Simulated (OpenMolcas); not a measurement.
# C2H4F2 (1,1-difluoroethane) at HF/ANO-R2 (sfX2C, RICD fitting, fitting threshold 0.01)

Aim: the energy change on altering one bond length of C2H4F2 (1,1-difluoroethane) at HF/ANO-R2 (sfX2C, RICD fitting, fitting threshold 0.01), from 2 runs. 

Program for the calculation: OpenMolcas 26.06.

## (1) The molecule

C2H4F2: 8 atoms, total charge 0, spin state singlet. As SMILES, `CC(F)F`. Geometry: relaxed at PBE0-D4/def2-TZVP.

Bond lengths: C1–C2 1.497 Å, C2–F3 1.361 Å, C2–F4 1.361 Å, C1–H5 1.091 Å, C1–H6 1.091 Å, C1–H7 1.090 Å, C2–H8 1.095 Å. Some angles: C1–C2–F3 110.3°, C1–C2–F4 110.3°, F3–C2–F4 107.0°, C1–C2–H8 114.0°, F3–C2–H8 107.5°, F4–C2–H8 107.5°, C2–C1–H5 109.4°, C2–C1–H6 109.9°, C2–C1–H7 109.9°, H5–C1–H6 109.3°.

## (2) The energy at HF/ANO-R2 (sfX2C, RICD fitting, fitting threshold 0.01)

The input, job.inp:

```
&GATEWAY
  Coord
  8
  bohr
  C      0.00623610     1.46945103     0.04403062
  C     -0.09826576    -1.35720130    -0.01549575
  F      1.74894153    -2.34968546     1.47228562
  F      0.31785193    -2.21494799    -2.40354266
  H      1.85457722     2.10118648    -0.61491688
  H     -0.29706495     2.14068175     1.96871668
  H     -1.45697884     2.24990792    -1.17918910
  H     -1.90125345    -2.14748477     0.62266476
  Basis=ANO-R2
  Group=NoSym
  RICD
  aCD
  CDThreshold=0.01

&SEWARD

&SCF
  PrOrbitals=1 1
```

Run with:

```bash
$ export MOLCAS_MEM=1860
$ pymolcas job.inp > job.log
```

The program printed:

```text
--- Start Module: gateway ---
[...]
--- Stop Module: gateway /rc=_RC_ALL_IS_WELL_ ---
--- Start Module: seward ---
[...]
      Basis functions          188
--- Stop Module: seward /rc=_RC_ALL_IS_WELL_ ---
[...]
--- Start Module: scf ---
[...]
       Convergence after  10 Iterations
[...]
::    Total SCF energy                               -277.2778803686
[...]
      Total spin, S                                     0.0000000000
[...]
      Total electronic charge=   34.000000
      Total            charge=   -0.000000
[...]
      Dipole Moment (debye):
      Origin of the operator (angstrom)=    0.2913   -0.6491   -0.1326
                   X= -1.6125E+00               Y=  1.7589E+00               Z=  6.5698E-01           Total=  2.4750E+00
      Quadrupole Moment (debye*angstrom):
[...]
--- Stop Module: scf /rc=_RC_ALL_IS_WELL_ ---
[...]
```

Run time: 34 s. Hardware: 1 thread of Intel Xeon Platinum 8259CL at 2.50GHz (Skylake/Cascade Lake), shared host; peak memory 0.2 GiB.

## (3) The distorted shape

The input, job.inp:

```
&gateway
  coord
  8
  bohr
  C     -0.91740534     1.96571390    -0.69989031
  C     -1.02190720    -0.86093844    -0.75941668
  F      1.74894153    -2.34968546     1.47228562
  F     -0.60578950    -1.71868512    -3.14746358
  H      0.93093578     2.59744935    -1.35883781
  H     -1.22070638     2.63694462     1.22479575
  H     -2.38062028     2.74617079    -1.92311003
  H     -2.82489489    -1.65122190    -0.12125617
  basis=ANO-R2
  group=NoSym
  ricd
  acd
  cdthreshold=0.01

&seward

&scf
  prorbitals=1 1
```

Run with:

```bash
$ export MOLCAS_MEM=1860
$ pymolcas job.inp > job.log
```

The program printed:

```text
--- Start Module: gateway ---
[...]
--- Stop Module: gateway /rc=_RC_ALL_IS_WELL_ ---
--- Start Module: seward ---
[...]
      Basis functions          188
--- Stop Module: seward /rc=_RC_ALL_IS_WELL_ ---
[...]
--- Start Module: scf ---
[...]
       Convergence after  13 Iterations
[...]
::    Total SCF energy                               -277.1519010538
[...]
      Total spin, S                                     0.0000000000
[...]
      Total electronic charge=   34.000000
      Total            charge=   -0.000000
[...]
      Dipole Moment (debye):
      Origin of the operator (angstrom)=   -0.0568   -0.4621   -0.4130
                   X= -4.2531E+00               Y=  3.5944E+00               Z= -1.7136E+00           Total=  5.8262E+00
      Quadrupole Moment (debye*angstrom):
[...]
--- Stop Module: scf /rc=_RC_ALL_IS_WELL_ ---
[...]
```

Run time: 42 s. Hardware: 1 thread of Intel Xeon Platinum 8259CL at 2.50GHz (Skylake/Cascade Lake), shared host; peak memory 0.2 GiB.

## (4) Results

Level: HF/ANO-R2 (sfX2C, RICD fitting, fitting threshold 0.01).

| quantity | value |
| --- | --- |
| first shape: total energy | -277.27788 Eh |
| first shape: dipole moment | 2.47 D |
| first shape: HOMO energy | -14.02 eV |
| first shape: LUMO energy | 2.05 eV |
| first shape: HOMO–LUMO gap | 16.07 eV |
| distorted shape: total energy | -277.15190 Eh |
| distorted shape: dipole moment | 5.83 D |
| distorted shape: HOMO energy | -13.35 eV |
| distorted shape: LUMO energy | 1.45 eV |
| distorted shape: HOMO–LUMO gap | 14.81 eV |
| energy change with the C2–F3 bond stretched from 1.361 to 2.041 Å | 3.428 eV |

**Reading.** With the C2–F3 bond stretched from 1.361 to 2.041 Å the energy rises by 3.43 eV (331 kJ/mol). The first shape isn't relaxed at this level, so the change isn't measured from a minimum. Mulliken charges (first shape) run from -0.30 on F3 to +0.43 on C2. Mulliken charges (distorted shape) run from -0.52 on F3 to +0.44 on C2.
